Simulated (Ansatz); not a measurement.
Ansatz (a first-principles code) input (B2PLYP/def2-TZVPD):

Ansatz 0.2 input:
```yaml
crystal:
  periodic: [false, false, false]
  atoms:
    - {symbol: Si, position_ang: [0.21612307, 0.20976238, 0.22258598]}
    - {symbol: F, position_ang: [-0.72085928, -0.74673103, 1.07691475]}
    - {symbol: F, position_ang: [-0.71439787, 1.11947221, -0.68804678]}
    - {symbol: F, position_ang: [1.09906570, -0.69903821, -0.73511283]}
basis:
  gaussian:
    orbitals: def2-TZVPD
hamiltonian:
  xc: {name: B2PLYP}
magnetization: {spin_polarized: true, initial_magnetization: 1}
correlation: {electrons: outside_noble_gas}
```

Output:

```
Functional definition: B2PLYP
integrals: 0.23 GiB planned
1027 factors; integrals over basis functions are off by at most 7.4e-4 eV
mean field: 1.10 GiB planned
mean field evaluation 1: about -16017.7974 eV, gradient 3.5e1 eV
mean field evaluation 2: about -16017.8607 eV, gradient 3.5e1 eV
mean field evaluation 4: about -16021.4843 eV, gradient 1.1e0 eV
mean field evaluation 8: about -16021.5174 eV, gradient 3.5e-2 eV
mean field evaluation 16: about -16021.5174 eV, gradient 1.1e-4 eV
mean field -16021.51742284 eV, -588.7799055149 hartree, gradient 3.9e-6 eV, S^2 0.751522; 0 other end points of the search recorded, 0 dependent functions left out
8 core orbitals not correlated
reference -16021.51757886 eV, -588.7799112483 hartree; 13, 12 occupied and 142, 143 virtual orbitals, 1027 factors
second order -27.22946374 eV of doubles, -0.00000000 eV of singles
Total energy: -16028.86953406 eV, -589.0500906189 hartree
```

It need not be the lowest isomer of its formula.
